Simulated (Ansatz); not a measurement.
Match the barriers

Saddle point of CH7FSi, closed shell (CH₅FSi ([CH3][SiH2][F]) + H₂ → CH₆Si ([CH3][SiH3]) + HF; bonds formed: Si1–H7, F2–H6; bonds broken: Si1–F2, H6–H7), PBE0-D4/def2-TZVP structure:

```tsv
atom	x (Å)	y (Å)	z (Å)
Si1	-0.3722	0.0674	-0.5683
F2	1.4826	0.6614	-0.8668
H3	-0.2828	-0.6320	-1.8680
H4	-1.8379	0.3610	-0.4363
C5	0.0916	-0.8115	0.9999
H6	0.6576	1.5340	-0.7047
H7	-0.2624	1.7687	-0.5435
H8	0.1139	-0.1030	1.8322
H9	-0.6629	-1.5670	1.2316
H10	1.0726	-1.2790	0.9238
```

Ansatz 0.2.0; basis: def2-TZVPP, with def2-QZVPP for the basis limit; cores frozen in the correlated methods. Extrapolation: Hartree–Fock as exp(−7.88 √X), correlation as X^−2.97. Four methods, as single points on the PBE0-D4 structures, gave these electronic barriers from the start structure: 210.6, 231.7, 254.7, 321.2 kJ/mol.

Q: The methods were, in alphabetical order, HF, MP2, PBE-D4, r2SCAN-D4. Which gave which? (Judge from chemistry; the calculation decides.)

A: The calculation gives: PBE-D4 210.6; r2SCAN-D4 231.7; MP2 254.7; HF 321.2 kJ/mol. For comparison, CCSD(T) at an estimated basis limit (MP2 extrapolated from triple and quadruple zeta, plus CCSD(T) − MP2 in triple zeta) gives 255.1 kJ/mol.

T1 diagnostic: at most 0.013.

Labels in which every atom is bracketed show which atoms are joined, not bond orders.

For scale, one of the runs: CCSD(T)/def2-TZVPP, 202 basis functions, launched by `ansatz run in.yaml --threads 2 --pin off --events-out ev --progress --plain --max-ram 4352MiB`. The run took 51 s on 2 CPU threads (shared host), with 2.5 GiB of host memory at its peak.
